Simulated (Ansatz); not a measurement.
Consider the substitution at a C–C bond: `CC1(F)CO1` + `NN` → `CNN` + `FC1CO1`.

Gas-phase electronic energies from Ansatz, PBE0-D4/def2-TZVP geometries. CCSD(T)/CBS is the MP2 limit (def2-TZVPP, def2-QZVPP) plus CCSD(T) − MP2 in def2-TZVPP, frozen cores. This one scheme is used for every species. DFT in def2-TZVPP. HSE06 is defined as in plane-wave codes. Each species was taken in one conformer, which may not be the lowest.

(1) Is it downhill or uphill in electronic energy at CCSD(T)/CBS, and by how much? (An estimate is asked.)

(2) What do these levels give: B97M-V, r2SCAN0-D4, HSE06-D4, ωB97X-V, PBE-QIDH, r2SCANh, BHLYP, CAM-B3LYP, CCSD/def2-SVP, CCSD(T)/def2-SVP, SCS-MP2/def2-QZVPP, CCSD/CBS(def2)? (Best estimate.)

Largest T1 diagnostic among the species: 0.012.

Results:

(1) Ansatz gave: Uphill: ΔE = +0.53 eV.

(2) Ansatz gave: B97M-V 0.54, r2SCAN0-D4 0.54, HSE06-D4 0.51, ωB97X-V 0.51, PBE-QIDH 0.53, r2SCANh 0.53, BHLYP 0.50, CAM-B3LYP 0.50, CCSD/def2-SVP 0.46, CCSD(T)/def2-SVP 0.46, SCS-MP2/def2-QZVPP 0.52, CCSD/CBS(def2) 0.53 eV.

At CCSD(T), def2-SVP lies −0.07 eV from the extrapolated value and def2-TZVPP −0.02 eV. Leaving LDA and LC-ωPBE aside and taking each functional with its dispersion term where it has one, the values, not all of them listed here, spread over 0.07 eV, from BLYP-D4 to B97M-V. From BLYP to BHLYP (50 % exact exchange), in def2-TZVPP and without D4, ΔE moves by +0.05 eV.
